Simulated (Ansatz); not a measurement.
# AlHF (SMILES [F][AlH]): FCI/STO-3G

Aim: the vertical ionisation energy of AlHF at FCI/STO-3G, from 2 runs. 

Program for the calculation: Ansatz 0.2.0.

60 further runs of the same task are left out: 60 set aside as unsound or not needed.

**1. The molecule**

AlHF: 3 atoms, total charge 0, spin state doublet. As SMILES, `[F][AlH]`. The coordinates come from a PBE0-D4/def2-TZVP relaxation.

Bond lengths: F1–Al2 1.656 Å, Al2–H3 1.607 Å. Angles: F1–Al2–H3 115.5°.

**2. The energy at FCI/STO-3G**

The input, run.yaml:

```yaml
crystal:
  periodic: [false, false, false]
  atoms:
    - {symbol: F, position_ang: [0.907100, 0.893200, 0.585600]}
    - {symbol: Al, position_ang: [-0.432500, 0.318000, -0.199500]}
    - {symbol: H, position_ang: [-0.485400, -1.276100, -0.399300]}
basis:
  gaussian: {orbitals: STO-3G}
accuracy: high
correlation: {method: fci, frozen_orbitals: {Al: 5, F: 1, H: 0}}
magnetization: {spin_polarized: true, initial_magnetization: 1}
```

Command:

```
$ ansatz run run.yaml --threads 1 --pin off --max-ram 2610MiB --events-out events.jsonl --progress --plain --runs-dir runs
```

Log:

```text
Warning: RAYON_NUM_THREADS=1 ignored (pool sized by the plan → 1); use --threads N
Functional definition: HF
  name "HF"
  exchange = exact_x
  correlation = 0
245 factors; integrals over basis functions are off by at most 3.6e-8 eV
mean field evaluation 1: about -9184.0108 eV, gradient 1.4e1 eV
mean field evaluation 2: about -9184.0389 eV, gradient 1.4e1 eV
mean field evaluation 4: about -9186.1863 eV, gradient 1.6e0 eV
mean field evaluation 8: about -9186.2511 eV, gradient 2.1e-4 eV
mean field -9186.24898970 eV, -337.5884237081 hartree, gradient 5.6e-8 eV, S^2 0.759899; 0 other end points of the search recorded, 0 dependent functions left out
mean field evaluation 16: about -9186.1892 eV, gradient 5.0e-1 eV
6 core orbitals not correlated: weight in the atoms' cores, before any rotation towards them, 1.000 or more for the frozen orbitals, at most 0.000 for the correlated occupied ones
reference -9186.18924987 eV, -337.5862283101 hartree; 6, 5 occupied and 3, 4 virtual orbitals, 245 factors
state -9187.76045848 eV, -337.6439691613 hartree
Total energy: -9187.76045848 eV, -337.6439691613 hartree
```

Wall time 0.2 s (1 thread of AMD EPYC 9R14 (Zen 4), shared host).

**3. The singlet cation at the same level**

The input, input.yaml:

```yaml
crystal:
  periodic: [false, false, false]
  atoms:
    - {symbol: F, position_ang: [0.907100, 0.893200, 0.585600]}
    - {symbol: Al, position_ang: [-0.432500, 0.318000, -0.199500]}
    - {symbol: H, position_ang: [-0.485400, -1.276100, -0.399300]}
basis:
  gaussian:
    orbitals: STO-3G
total_charge: 1
correlation:
  method: fci
  frozen_orbitals: {Al: 5, F: 1, H: 0}
accuracy: high
```

Command:

```
$ ansatz run input.yaml --threads 1 --pin off --max-ram 2610MiB --events-out events.jsonl --progress --plain --runs-dir runs
```

Log:

```text
Warning: RAYON_NUM_THREADS=1 ignored (pool sized by the plan → 1); use --threads N
[... 4 set-up lines as earlier in the session ...]
245 factors; integrals over basis functions are off by at most 3.6e-8 eV
mean field evaluation 1: about -9176.2932 eV, gradient 3.0e1 eV
mean field evaluation 2: about -9176.3032 eV, gradient 3.0e1 eV
mean field evaluation 4: about -9181.7523 eV, gradient 3.1e0 eV
mean field evaluation 8: about -9181.8234 eV, gradient 7.0e-2 eV
mean field -9181.82347278 eV, -337.4257889613 hartree, gradient 2.9e-8 eV, S^2 0.000000; 0 other end points of the search recorded, 0 dependent functions left out
6 core orbitals not correlated: weight in the atoms' cores, before any rotation towards them, 1.000 or more for the frozen orbitals, at most 0.000 for the correlated occupied ones
reference -9181.82347278 eV, -337.4257889613 hartree; 5, 5 occupied and 4, 4 virtual orbitals, 245 factors
state -9184.23315270 eV, -337.5143430648 hartree
Total energy: -9184.23315270 eV, -337.5143430648 hartree
```

Run time: 0.24 s. Hardware: 1 thread of AMD EPYC 9R14 (Zen 4), shared host.

**4. Summary of results**

Level: FCI/STO-3G, 6 core orbitals frozen.

```
                                                   quantity          value
                                 doublet AlHF: total energy  -337.64397 Eh
  doublet AlHF: correlation energy (6 core orbitals frozen)      -57.7 mEh
                               singlet cation: total energy  -337.51434 Eh
singlet cation: correlation energy (6 core orbitals frozen)      -88.6 mEh
         vertical ionisation energy (to the singlet cation)       3.527 eV
```

In words: Removing an electron at fixed nuclei costs 3.53 eV (81 kcal/mol). Only the singlet of the ionised species was computed; a triplet could lie lower. In a minimal basis such a difference can be off by several eV, whatever the method.
